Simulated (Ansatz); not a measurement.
Run this with the Python package of Ansatz (0.2.0) and show what comes out.

The script reads `ch5o.xyz`:
```text
7

C    -0.28976   -0.41158   -0.29805
O     0.29940    0.50518    0.67875
H    -0.01981   -1.42456   -0.00468
H    -1.37168   -0.30224   -0.24191
H     0.05832   -0.20570   -1.30933
H     0.04775    1.43196    0.47638
H     1.27577    0.40695    0.69885
```

`ch5o_basis.py`
```python
'''Basis-set convergence for CH5O(+).'''

import ansatz as az

LEVEL = 'ccsd_t'
CHARGE = 1

geometry = az.Crystal.molecule_from_extxyz('ch5o.xyz')

model = geometry.calculation().correlation(LEVEL).charge(CHARGE)

energies = {}
for basis in ['cc-pVDZ', 'cc-pVTZ']:
    report = model.basis(gaussian=basis).run().report
    size = report['n_frozen'] + report['n_occupied'][0] + report['n_virtual'][0]
    energies[basis] = (report['reference_energy_ev'] / 27.211386246, report['free_energy_ev'] / 27.211386246)
    print(f'{basis:14s} {size:4d} orbitals  reference {energies[basis][0]:14.6f} Ha  total {energies[basis][1]:14.6f} Ha')

# two-point extrapolation: the basis-set error of the correlation energy falls as X^-3
small, large = (energies[b][1] - energies[b][0] for b in ('cc-pVDZ', 'cc-pVTZ'))
limit = (3 ** 3 * large - 2 ** 3 * small) / (3 ** 3 - 2 ** 3)
print(f'correlation energy: {small:.6f} and {large:.6f} Ha, extrapolated {limit:.6f} Ha')
print(f'share caught by the larger set: {100 * large / limit:.1f} %')
```

Output of `python ch5o_basis.py`:
```text
cc-pVDZ          53 orbitals  reference    -115.354620 Ha  total    -115.726324 Ha
cc-pVTZ         130 orbitals  reference    -115.393797 Ha  total    -115.851150 Ha
correlation energy: -0.371704 and -0.457354 Ha, extrapolated -0.493417 Ha
share caught by the larger set: 92.7 %
```

Against cc-pVDZ: cc-pVTZ -124.8 mHa. The last step alone is -124.83 mHa. From the first set to the last the time grows from 0.6 to 6.8 s.

What to keep in mind:
- The drop along the ladder measures the basis error, and is no property of the molecule.
- The geometry is a force-field or estimated start, not a minimum of this method, and the last set is no limit. Much of the fall in a total is atomic energy, which cancels in bond and reaction energies.
- Inner cores stay frozen, so this is valence correlation.
- An extrapolation from small basis sets is rough.
- It ran for 7.9 s on 1 thread of Intel(R) Xeon(R) CPU @ 2.60GHz (Ice Lake), on a shared host, peak memory 0.71 GiB.
